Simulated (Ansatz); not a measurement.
# CuP: from a trial structure to a relaxed crystal

Method: DFT PBE, scalar-relativistic, plane waves, PAW (Ansatz). Cutoff 420 eV, Γ-centred k mesh, Gaussian smearing, no spin polarisation in the final step.

CuP was placed on the CuAu (L1_0) structure type (P4/mmm, No. 123), with P in place of Au, at a guessed volume.

```xyz
2
Lattice="2.8830 0.0000 0.0000 0.0000 2.8830 0.0000 0.0000 0.0000 3.7789" Properties=species:S:1:pos:R:3 pbc="T T T"
Cu    1.4415    1.4415    1.8894
P     0.0000    0.0000    0.0000
```

Steps on the 6×6×4 mesh (2 atoms). 5 of 6 steps are shown, and the free energy counts from the last. Trial steps that were taken back and renewals of the plane-wave basis can be among the rows.

```tsv
step	ΔF (meV/atom)	V (Å³/atom)	P (GPa)
1	106.7	15.70	-12.59
2	2.0	13.61	-1.70
3	-0.1	13.31	0.99
4	-0.9	13.37	0.43
6	0.0	13.42	0.02
```

Steps on the 20×20×16 mesh (2 atoms). 4 of 5 steps are shown, and the free energy counts from the last.

```
step  ΔF (meV/atom) V (Å³/atom) P (GPa)
   1            3.8        13.38     0.78
   2            1.8        13.44     0.27
   3            0.1        13.50    -0.04
   5            0.0        13.49     0.00
```

A final relaxation ran on a 20×20×16 mesh. The relaxed crystal, P4/mmm (No. 123):

Space group P4/mmm (No. 123). a = 2.751 Å, b = 2.751 Å, c = 3.567 Å, α = 90.00°, β = 90.00°, γ = 90.00°
```
atom site symmetry x y z
  Cu    1d     4/mmm  0.5000  0.5000  0.5000
   P    1a     4/mmm  0.0000  0.0000  0.0000
```

```json
{
  "Volume per atom": "13.49 Å³",
  "Density": "5.82 g/cm³",
  "Energy over the elements": "0.32 eV/atom",
  "Gap on the 20×20×16 mesh": "0 eV (a metal)"
}
```

The zero of energy is the elements' standard structures at the same level; no fitted shifts are applied.

The final run used a 20×20×16 mesh on its 2-atom cell and 0.10 eV smearing. The k mesh leaves about 4 meV/atom of noise in metals.

Symmetry constrained the relaxation, so the result can be a saddle point.

Cost: 4 runs of about 1.2 core-minutes in all, on Arm Neoverse V2 (shared hosts).